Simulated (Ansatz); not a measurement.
Na: Na vacancy

These are results of DFT PBE, scalar-relativistic, plane waves, PAW in Ansatz 0.2.0, not measurements. (420 eV cutoff, 2×2×2 k-mesh, Gaussian smearing of 0.10 eV, no spin polarisation)

Host crystal, relaxed:

```
CELL_PARAMETERS angstrom
-2.09829 2.09829 2.09829
2.09829 -2.09829 2.09829
2.09829 2.09829 -2.09829
ATOMIC_POSITIONS crystal
Na 0.00000 0.00000 0.00000
```

Supercell of 64 atoms, rows in host cell vectors: 0 0 -4; 0 -4 0; -4 0 0. Atoms relax at the host's cell, keeping the symmetry that the supercell leaves at the site. The cell is small, so energies carry finite-size errors of tenths of an eV. The host is a metal. Atoms are taken from and returned to the elements' standard states.

Defect: Na vacancy set at (0.000, 0.000, 0.000) of the host cell. Before relaxation its nearest neighbours are 8 Na at 3.63 Å.

| charge | E_f at the valence band top (eV) | moment (μB) | largest move (Å) | atoms near the site |
| --- | --- | --- | --- | --- |
| 0 | 0.21 | 0.00 | 0.21 | 8 Na at 3.42 Å |

Cost: 2 runs of about 25 core-minutes in all, on Intel Xeon Processor @ 2.10GHz (Emerald Rapids) (shared hosts).